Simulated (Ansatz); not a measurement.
Cost against result

Saddle point of Si2H8S, singlet (Si₂H₆S ([SiH3][SiH2][SH]) + H₂ → Si₂H₆ ([SiH3][SiH3]) + H₂S; bonds formed: Si1–H7, S2–H6; bonds broken: Si1–S2, H6–H7), PBE0-D4/def2-TZVP structure:

Si1  (-0.801, -0.241, 0.298)
S2  (0.817, -1.641, -1.056)
H3  (-1.839, -0.637, -0.694)
H4  (-1.639, -0.050, 1.532)
Si5  (0.464, 1.654, -0.192)
H6  (0.577, -1.436, 0.646)
H7  (0.187, -1.071, 1.440)
H8  (-0.004, -2.704, -1.060)
H9  (0.346, 1.931, -1.645)
H10  (0.010, 2.834, 0.589)
H11  (1.883, 1.360, 0.141)
(Å)

Barriers are electronic and count from the start structure reached by relaxing down the imaginary mode.

Program: Ansatz 0.2.0. Basis: as named in each row. Cores are frozen in the correlated methods. B3LYP uses VWN-RPA correlation. Extrapolation: Hartree–Fock as exp(−7.88 √X), correlation as X^−2.97.

Times are rough, for one single point on 4 threads of a shared host (Arm Neoverse V1).

The estimate by CCSD(T) at an estimated basis limit (MP2 extrapolated from triple and quadruple zeta, plus CCSD(T) − MP2 in triple zeta) is 57.93 kcal/mol.

| method | basis | time (s) | barrier (kcal/mol) | method less estimate |
| --- | --- | --- | --- | --- |
| HF | STO-3G | under 1 | 126.51 | 68.59 |
| PBE-D4 | STO-3G | under 1 | 81.73 | 23.81 |
| SPW92 | def2-SVP | under 1 | 39.62 | -18.31 |
| B3LYP-D4 | 6-31G | under 1 | 64.38 | 6.45 |
| PBE-D4 | def2-SVP | under 1 | 46.72 | -11.20 |
| PBE0-D4 | def2-SVP | under 1 | 51.40 | -6.53 |
| SPW92 | def2-TZVPP | 1 | 40.38 | -17.55 |
| CCSD(T) | def2-SVP | 2 | 61.19 | 3.27 |
| PBE-D4 | def2-TZVPP | 2 | 47.90 | -10.03 |
| BLYP-D4 | def2-TZVPP | 2 | 52.34 | -5.58 |
| B3LYP-D4 | def2-TZVPP | 2 | 55.47 | -2.46 |
| BHLYP-D4 | def2-TZVPP | 3 | 60.55 | 2.63 |
| PBE0-D4 | def2-TZVPP | 3 | 52.23 | -5.70 |
| CAM-B3LYP-D4 | def2-TZVPP | 3 | 57.77 | -0.16 |
| r2SCAN-D4 | def2-TZVPP | 4 | 51.81 | -6.12 |
| RPA on PBE | def2-TZVPP | 4 | 58.32 | 0.39 |
| wB97M-V | def2-SVP | 4 | 55.28 | -2.65 |
| r2SCAN0-D4 | def2-TZVPP | 5 | 54.60 | -3.33 |
| B2PLYP | def2-TZVPP | 5 | 57.87 | -0.05 |
| PBE-QIDH | def2-TZVPP | 5 | 56.56 | -1.37 |
| wB97X-V | def2-TZVPP | 7 | 58.61 | 0.68 |
| wB97M-V | def2-TZVPP | 8 | 57.02 | -0.90 |
| B97M-V | def2-TZVPP | 9 | 53.95 | -3.98 |
| MP2 | def2-QZVPP | 18 | 58.14 | 0.21 |
| CCSD(T) | def2-TZVPP | 63 | 58.77 | 0.85 |

All methods are single points on the PBE0-D4 structures.

T1 diagnostic: at most 0.015.

Labels in which every atom is bracketed show which atoms are joined, not bond orders.
